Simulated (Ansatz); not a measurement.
# A geometry optimisation of H8Si3 with B3LYP-D3(BJ)/def2-SVP

The starting geometry of this gas-phase triplet was optimised with GFN2-xTB as a singlet; its bonds are those of `[SiH3][SiH2][SiH3]`.

```
atom    x (Å)    y (Å)    z (Å)
  Si   0.0876   2.1154   0.8813
  Si   0.7575  -0.0821   0.6002
  Si   0.2210  -1.0377  -1.4390
   H   0.6860   2.9919  -0.1295
   H   0.4322   2.6967   2.1803
   H  -1.3649   2.2551   0.7436
   H   2.2104  -0.1858   0.8233
   H   0.2029  -0.9070   1.6881
   H   0.8393  -0.3102  -2.5511
   H   0.6344  -2.4350  -1.5849
   H  -1.2245  -1.0122  -1.6800
```

Task: Predict what becomes of its bonds when it is optimised with B3LYP-D3(BJ)/def2-SVP.

Result: It falls apart into H5Si2 + H3Si. Contacts that open: Si2–Si3 (2.32 → 3.76 Å).

The energy falls by 3.05 eV over 38 steps:

| step | E − E(last) (eV) |
| --- | --- |
| 1 | 3.051 |
| 5 | 0.585 |
| 9 | 0.035 |
| 13 | 0.001 |
| 17 | 0.001 |
| 22 | 0.001 |
| 26 | 0.000 |
| 30 | 0.000 |
| 34 | 0.000 |
| 38 | 0.000 |

Final geometry (Å):

```xyz
11

Si    0.0957    2.7239    1.4015
Si    0.5203    0.5722    0.5815
Si    0.4180   -2.2158   -1.9379
H     0.7437    3.7244    0.5040
H     0.6187    2.9197    2.7893
H    -1.3777    2.9595    1.4113
H     1.9736    0.2525    0.4419
H    -0.1628   -0.5139    1.3482
H     1.1789   -1.0861   -2.5483
H     0.4651   -3.4273   -2.8114
H    -0.9916   -1.8198   -1.6479
```

No frequencies were run, so the end isn't proven a minimum. Open shells are spin-unrestricted. The triplet needn't be the ground state. Run with Ansatz 0.2.0, 3.1 min on 2 threads of AMD EPYC 7R43 64-Core Processor (Zen 3), on a shared host.
